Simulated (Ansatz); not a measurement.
# CHO2: the cost of one run

Computed with Ansatz 0.2.0 (the levels named in each step, unless a step's input says otherwise).

## (1) The system as given

Bond lengths: O1–C2 1.194 Å, C2–O3 1.288 Å, O3–H4 0.986 Å. Angles: O1–C2–O3 133.9°, C2–O3–H4 116.5°.

Coordinates:

```xyz
4

O     0.8824   -0.7396   -0.1458
C     0.2615    0.2356    0.1518
O    -0.9790    0.5689    0.0539
H    -1.5831   -0.0972   -0.3509
```

## (2) A rough first relaxation, PBE-D4/def2-SVP

This run stands in another session on the same molecule. It ended at:

```xyz
4

O     0.8288   -0.7539   -0.1626
C     0.2697    0.2534    0.1614
O    -1.0043    0.6060    0.0645
H    -1.5123   -0.1378   -0.3544
```

## (3) Relaxation, PBE0-D4/def2-TZVPP

This run stands in another session on the same molecule. It ended at:

```xyz
4

O     0.8204   -0.7436   -0.1598
C     0.2654    0.2466    0.1577
O    -1.0003    0.5947    0.0605
H    -1.5037   -0.1302   -0.3494
```

## (4) Frequencies, PBE0-D4/def2-TZVPP

Contents of input.yaml:

```yaml
crystal:
  periodic: [false, false, false]
  atoms:
    - { symbol: O, position_ang: [0.82042101, -0.74355285, -0.15975519] }
    - { symbol: C, position_ang: [0.26543972, 0.24658456, 0.15769785] }
    - { symbol: O, position_ang: [-1.0002918, 0.59474456, 0.06048285] }
    - { symbol: H, position_ang: [-1.50371893, -0.13015627, -0.34939551] }
magnetization:
  spin_polarized: true
  initial_magnetization: 1
basis:
  gaussian: { orbitals: def2-TZVPP }
hamiltonian:
  xc: pbe0
  dispersion: d4
phonons: {}
```

On the command line:

```bash
$ ansatz run input.yaml --threads 2 --pin off --max-ram 5120MiB --backend cpu --events-out ev --progress --plain --runs-dir out
```

**Question.** How long does this run take on 2 threads of Intel Xeon at 2.50GHz (Skylake/Cascade Lake), shared host, and how much memory does it need?

About 57 s, with a peak of 0.17 GiB.
